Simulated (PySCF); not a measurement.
Molecule: SMILES FC(F)(F)CS, C₂H₃F₃S.

Atoms are numbered as in `[F:1][C:2]([F:3])([F:4])[CH2:5][SH:6]`. Hydrogens are named by the atom that carries them.

Geometry PBE0-D3(BJ)/def2-SVP throughout; GIAO in PySCF 2.14, gas phase, one conformer, non-relativistic; equivalent atoms averaged; basis pcSseg-2.

For orientation, BP86 gives these shifts δ (against CFCl3, TMS, CS2 at the same level): F1/F3/F4 -99.4, C2 140.1, C5 35.4, S6 -90.0, H(C5) 2.86, H(S6) 1.91 ppm.

A run gave: F1/F3/F4 -107.7, C2 134.8, C5 33.8, S6 -88.0, H(C5) 2.90, H(S6) 1.94 ppm (shifts δ (against CFCl3, TMS, CS2 at the same level)).

**Question.** Which functional was used in that run?
A. PBE0
B. B3LYP
C. KT2
D. LDA

**Answer.** C. F1/F3/F4 tells them apart best: KT2 gives -107.7, PBE0 gives -83.1, LDA gives -98.8, B3LYP gives -85.6 ppm.
